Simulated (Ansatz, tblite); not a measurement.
# TiOCl2 (TiCl₂O): rung by rung

Aim: run the singlet of TiOCl2 (TiCl₂O) at one geometry on many levels, and compare frontier levels, spin and run time.

Method: as each input shows; program: Ansatz 0.2.0, Gaussian basis.

The runs, in order: GFN1-xTB, GFN2-xTB, PBE-D4/def2-TZVP, r2SCAN-D4/def2-TZVP, ωB97X-V/def2-TZVP, revPBE-D4/def2-TZVP, r2SCAN0-D4/def2-TZVP, PBE-QIDH/def2-TZVP, CAM-B3LYP-D4/def2-TZVP, BLYP-D4/def2-TZVP, LDA/def2-TZVP, PBE-D4/def2-SVP, PBE0-D4/def2-SVP, HF/6-31G, B3LYP-D4/6-31G, CCSD(T)/def2-TZVPP, MP2/def2-TZVP, RPA/def2-TZVP.

2 further runs of the same task are left out: 2 set aside as unsound or not needed. Runs told in other sessions of the task aren't counted.

## (1) The structure

The geometry is that of the singlet, from an earlier relaxation (PBE-D4/def2-SVP).

4 atoms, charge 0, spin multiplicity 1.

Bond lengths: Ti1–O2 1.595 Å, Ti1–Cl3 2.223 Å, Ti1–Cl4 2.223 Å. Angles: O2–Ti1–Cl3 113.6°, O2–Ti1–Cl4 113.6°, Cl3–Ti1–Cl4 124.8°.

Formally the metal is d0. No spin-orbit coupling is included.

PBE0-D4/def2-TZVP was run before; its log isn't repeated, and its numbers join the tables.

## (2) GFN1-xTB

Tight binding, by tblite at 300 K electronic temperature and without a spin-polarisation term:

```python
tblite.interface.Calculator('GFN1-xTB', numbers, positions, charge=0, uhf=0).singlepoint()
```

Energy -396.3590 eV, HOMO -13.55 eV, LUMO -11.14 eV; 0.004 s.

## (3) GFN2-xTB

Tight binding, by tblite at 300 K electronic temperature and without a spin-polarisation term:

```python
tblite.interface.Calculator('GFN2-xTB', numbers, positions, charge=0, uhf=0).singlepoint()
```

Energy -404.4101 eV, HOMO -12.27 eV, LUMO -10.18 eV; 0.003 s.

## (4) PBE-D4/def2-TZVP

start.molden holds the orbitals of an earlier run on this state, given as this run's starting guess.

in.yaml reads:

```yaml
crystal:
  periodic: [false, false, false]
  atoms:
    - {symbol: Ti, position_ang: [0.072248, -0.001813, 0.252402]}
    - {symbol: O, position_ang: [1.659518, -0.022942, 0.093636]}
    - {symbol: Cl, position_ang: [-0.838993, 1.982548, -0.166599]}
    - {symbol: Cl, position_ang: [-0.892783, -1.957782, -0.179449]}
basis:
  gaussian: {orbitals: def2-TZVP, initial_orbitals: start.molden}
hamiltonian: {xc: pbe, dispersion: d4}
scf: {omitted_lower_state_checks: [starts]}
output: {orbitals: {seedname: orbitals}}
```

Command:

```sh
> ansatz run in.yaml --threads 4 --pin off --events-out ev --progress --plain --max-ram 3916MiB
```

Further steps of the session: r2SCAN-D4/def2-TZVP; ωB97X-V/def2-TZVP; revPBE-D4/def2-TZVP; r2SCAN0-D4/def2-TZVP; PBE-QIDH/def2-TZVP; CAM-B3LYP-D4/def2-TZVP; BLYP-D4/def2-TZVP; LDA/def2-TZVP; PBE-D4/def2-SVP; PBE0-D4/def2-SVP; HF/6-31G; B3LYP-D4/6-31G; CCSD(T)/def2-TZVPP; MP2/def2-TZVP; RPA/def2-TZVP.

**Question.** What will the summary of the whole plan be? Wanted: gap in def2-TZVP, named functionals, smallest and largest; correlation energy, CCSD(T)/def2-TZVPP; correlation energy, MP2/def2-TZVP; binding an atom, CCSD(T)/def2-TZVPP; PBE0 total energy, smallest basis above largest.

The runs gave:

```
                                                 quantity                                 value
gap in def2-TZVP, named functionals, smallest and largest  2.83 eV (BLYP-D4), 9.86 eV (ωB97X-V)
                   correlation energy, CCSD(T)/def2-TZVPP                             -30.75 eV
                        correlation energy, MP2/def2-TZVP                             -27.92 eV
                      binding an atom, CCSD(T)/def2-TZVPP                              3.962 eV
          PBE0 total energy, smallest basis above largest        14.14 eV (def2-SVP, def2-TZVP)
```

Over the named functionals in def2-TZVP the gap runs from 2.83 eV (BLYP-D4) to 9.86 eV (ωB97X-V); exact exchange widens it. A small miss in a minimal or small basis is a cancelling of errors, not accuracy. The functionals in def2-TZVP miss CCSD(T)/def2-TZVPP by -0.082 (r2SCAN0-D4) to +0.060 eV (PBE0-D4) an atom. CCSD(T)/def2-TZVPP isn't at the basis-set limit; small misses against it rank nothing.
